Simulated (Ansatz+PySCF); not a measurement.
Results of a calculation; reference values are marked as such.
Input for Ansatz (development build ahead of 0.2.0):

```yaml
crystal:
  periodic: [false, false, false]
  atoms:
    - { symbol: O, position_ang: [0.0, 0.43566, 0.52093] }
    - { symbol: O, position_ang: [0.0, -0.43566, -0.52093] }
    - { symbol: H, position_ang: [0.0, -0.14413, 1.33371] }
    - { symbol: H, position_ang: [0.0, 0.14413, -1.33371] }
basis:
  gaussian: { orbitals: cc-pVTZ }
total_charge: 1
magnetization:
  initial_magnetization: 1
hamiltonian:
  xc: hf
correlation:
  method: mp2
  frozen_orbitals: { H: 0, O: 1 }
output:
  forces: true
```

The input is written out in the form of the current development build from the run's settings. Correlation on restricted open-shell orbitals is semicanonical, with singles.

The run gave:

```yaml
Converged: yes
Reference_energy: -150.46476 hartree
Correlation_energy: -0.47059 hartree
Total_energy: -150.93535 hartree
Spin_squared_of_the_determinant: 0.750
Stability_test: minimum among restricted orbitals
```

Forces (eV/Å):
```tsv
atom	Fx	Fy	Fz
O1	0.000	-5.393	-6.880
O2	0.000	5.235	7.563
H3	0.000	-0.166	-0.693
H4	0.000	0.324	0.010
```

Caution: forces differ strongly between restricted and unrestricted references; MP2 on this radical cation hangs on the determinant chosen; the determinant breaks the point group; another reference gives a lower total.
